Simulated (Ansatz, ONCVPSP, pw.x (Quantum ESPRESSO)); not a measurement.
# pw.x on diamond Ge: one setting changed

Potential: optimised norm-conserving Vanderbilt (ONCV), ONCVPSP 4.0.1, PBE; core [Ar] 3d10, reference 4s1.75 4p2.25; waves: 4s: rc 1.55 bohr, ncon 3, nbas 6, qcut 4.7 1/bohr, local; 4p: rc 2.45 bohr, ncon 3, nbas 6, qcut 3.5 1/bohr, 2 projectors, debl 3.3 Ha; d scattering state at 0.03 Ha: rc 2.30 bohr, ncon 3, nbas 6, qcut 3.9 1/bohr, 2 projectors, debl 2.7 Ha; local part: the s channel; core correction: none.

The reference run (k-mesh 8³, cutoffs 35/140 Ry, Fermi–Dirac 0.01 Ry, mixing_beta 0.4, conv_thr 1e-9, no spin) gives 0.86 GPa at 23.951 Å³/atom, where all-electron LAPW gives 0.00 GPa. This run, with its own iteration cap, changes degauss to 0.002.

```
&control
  calculation='scf', prefix='x', pseudo_dir='./', outdir='./tmp', tstress=.true., disk_io='none'
/
&system
  ibrav=0, nat=2, ntyp=1, ecutwfc=35, ecutrho=140, nbnd=11,
  occupations='smearing', smearing='fd', degauss=0.002
/
&electrons
  conv_thr=1e-09, mixing_beta=0.4, electron_maxstep=50
/
ATOMIC_SPECIES
Ge 1.0 Ge.UPF
CELL_PARAMETERS angstrom
  0.00000000 2.88253474 2.88253474
  2.88253474 0.00000000 2.88253474
  2.88253474 2.88253474 0.00000000
ATOMIC_POSITIONS crystal
Ge 0.0000 0.0000 0.0000
Ge 0.2500 0.2500 0.2500
K_POINTS automatic
8 8 8 0 0 0
```

```bash
pw.x < Ge.scf.in > Ge.scf.out
```

How does the run end?

It converges in 7 iterations; the free energy moves by +2.6 meV/atom and the pressure by -0.11 GPa. In a metal, with Fermi–Dirac smearing, F lies below its zero-width value by a term in the square of the width.

```
Message from routine setup:
     using ibrav=0 with symmetry is DISCOURAGED, use correct ibrav instead
     lattice parameter (alat)  =       7.7035  a.u.
     unit-cell volume          =     323.2587 (a.u.)^3
     number of electrons       =         8.00
     number of Kohn-Sham states=           11
     kinetic-energy cutoff     =      35.0000  Ry
     charge density cutoff     =     140.0000  Ry
     scf convergence threshold =      1.0E-09
     Exchange-correlation= PBE
     number of k points=    29  Fermi-Dirac smearing, width (Ry)=  0.0020
     iteration #  1     ecut=    35.00 Ry     beta= 0.40
     total energy              =     -15.76066142 Ry
     estimated scf accuracy    <       0.03897867 Ry
     iteration #  2     ecut=    35.00 Ry     beta= 0.40
     total energy              =     -15.75881516 Ry
     estimated scf accuracy    <       0.01076303 Ry
     iteration #  3     ecut=    35.00 Ry     beta= 0.40
     total energy              =     -15.75939905 Ry
     estimated scf accuracy    <       0.00013647 Ry
     iteration #  4     ecut=    35.00 Ry     beta= 0.40
     c_bands:  1 eigenvalues not converged
     c_bands:  2 eigenvalues not converged
     total energy              =     -15.75941714 Ry
     estimated scf accuracy    <       0.00000196 Ry
     iteration #  5     ecut=    35.00 Ry     beta= 0.40
     total energy              =     -15.75941779 Ry
     estimated scf accuracy    <       0.00000020 Ry
     iteration #  6     ecut=    35.00 Ry     beta= 0.40
     total energy              =     -15.75941783 Ry
     estimated scf accuracy    <          1.9E-09 Ry
     iteration #  7     ecut=    35.00 Ry     beta= 0.40
     the Fermi energy is     5.2428 ev
!    total energy              =     -15.75941783 Ry
     estimated scf accuracy    <          7.8E-11 Ry
     smearing contrib. (-TS)   =      -0.00003306 Ry
     The total energy is F=E-TS. E is the sum of the following terms:
     one-electron contribution =       3.47811667 Ry
     hartree contribution      =       1.21132929 Ry
     xc contribution           =      -4.62625220 Ry
     ewald contribution        =     -15.82257853 Ry
     convergence has been achieved in   7 iterations
          total   stress  (Ry/bohr**3)                   (kbar)     P=        7.50
     Message from routine punch:
     Nothing written, as per user request (disk_io='none')
```

The run took about 7.5 s on one core of a shared host (Intel(R) Xeon(R) Processor @ 2.60GHz, 24 threads, 32 GiB, load 16).
